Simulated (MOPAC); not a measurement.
MOPAC input (PM6):

```
PM6 FORCE THERMO(298,298) PRECISE LET GEO-OK AUX(PRECISION=9) THREADS=1
Cl2

Cl    0.00000000 1    0.00000000 1   -0.99003090 1
Cl    0.00000000 1    0.00000000 1    0.99003090 1
```

From the last part of the output:

```
    Cl    2   3.492138   3.492138

          HEAT OF FORMATION =      -0.415092 KCALS/MOLE

          ZERO POINT ENERGY       0.827 KCAL/MOL

           NORMAL COORDINATE ANALYSIS (Total motion = 1 Angstrom)

   Root No.       1

                 1 Sig

                 578.2

           1   -0.5000
           2    0.0000
           3    0.0000
           4    0.5000
           5   -0.0000
           6   -0.0000

           MASS-WEIGHTED COORDINATE ANALYSIS (NORMAL COORDINATES)

   Root No.       1

                 1 Sig

                 578.2

           1   -0.7071
           2    0.0000
           3    0.0000
           4    0.7071
           5   -0.0000
           6   -0.0000

          DESCRIPTION OF VIBRATIONS

 VIBRATION          1    1Sig        ATOM PAIR     ENERGY CONTRIBUTION    RADIAL
 FREQUENCY           578.24         Cl1 -- Cl2        +100.0% (100.0%)    100.0%
 TRANSITION DIPOLE   0.0000
 TRAVEL (Ang.)       0.0811
 REDUCED MASS       17.7265
 EFFECTIVE MASS     35.4530
 FORCE CONSTANT      3.4921

      SYMMETRY NUMBER FOR POINT-GROUP D*h =  2

          SYSTEM IS A GROUND STATE

 Cl2

          MOLECULE IS LINEAR

          THERE ARE  1 GENUINE VIBRATIONS IN THIS SYSTEM
          THIS THERMODYNAMICS CALCULATION IS LIMITED TO
          MOLECULES WHICH HAVE NO INTERNAL ROTATIONS

                    CALCULATED THERMODYNAMIC PROPERTIES
                                          *
   TEMP. (K)   PARTITION FUNCTION   H.O.F.    ENTHALPY  HEAT CAPACITY ENTROPY
                                   KCAL/MOL   CAL/MOLE    CAL/K/MOL  CAL/K/MOL

 298.00  VIB.     0.1065D+01                   107.9827     1.0777     0.4881
         ROT.     0.4269D+03                   592.1869     1.9872    14.0230
         INT.     0.4548D+03                   700.1696     3.0649    14.5111
         TRA.     0.5772D+27                  1480.4672     4.9680    38.6909
         TOT.                       -0.415    2180.6367     8.0329    53.2020

   *: NOTE: HEATS OF FORMATION ARE RELATIVE TO THE
            ELEMENTS IN THEIR STANDARD STATE AT 298K
              (=  Standard Enthalpy of Formation).

            Hvib:  Zero-point energy is not included.
                   frequencies of less than zero cm-1 are not included.
            Hrot = (3/2)RT
            Htra = (3/2)RT + pV = (5/2)RT

            Heat capacity is Cp, not Cv

          For more information, see: HTTP://OpenMOPAC.net/Manual/thermochemistry.html

           FORCE CONSTANT IN CARTESIAN COORDINATES (Millidynes/A)

    ATOM   CHEMICAL       X               Y               Z
   NUMBER   SYMBOL  FORCE CONSTANT  FORCE CONSTANT  FORCE CONSTANT

      1      Cl        3.492137        0.002205        0.002205
      2      Cl        3.492137        0.002205        0.002205

 **********************
 *                    *
 * JOB ENDED NORMALLY *
 *                    *
 **********************

 == MOPAC DONE ==
```
